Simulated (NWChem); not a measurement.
**Correlation energy of ethylamine (C2H7N)**

SMILES: CCN
```xyz
10

C      1.1899     0.4470     0.0113
C      0.0408    -0.5497    -0.1004
N     -1.2484     0.1290     0.0017
H      2.1650    -0.0508    -0.1121
H      1.0940     1.2331    -0.7539
H      1.1922     0.9402     0.9989
H      0.1907    -1.3575     0.6509
H      0.0857    -1.0440    -1.0869
H     -2.0130    -0.5374    -0.1092
H     -1.3597     0.5299     0.9348
```
Charge 0, spin multiplicity 1.

All runs are NWChem calculations. All single points use one geometry, from B3LYP/def2-SVP, a minimum by its harmonic frequencies. It is one conformer; others weren't searched.

Basis set: STO-3G. Each correlation energy counts from its own Hartree-Fock reference.

| method | correlation energy (mHa) | difference from CCSD(T) |
|---|---|---|
| CR-CCSD[T] | -202.4 | +0.1 |
| CCSD | -201.4 | +1.1 |
| CR-CCSD(T) | -202.4 | +0.2 |
| MP2 | -150.1 | +52.4 |
| CCSD+T(CCSD) | -202.6 | 0.0 |
| CCSDT | -202.8 | -0.3 |
| CCSD(T) | -202.5 | 0.0 |
| SCS-MP2 | -167.7 | +34.9 |

The values span 52.7 mHa, from CCSDT (lowest) to MP2 (highest). 

The correlated methods keep 3 core orbitals frozen. Differences from the coupled-cluster row are differences between methods, not errors against experiment.
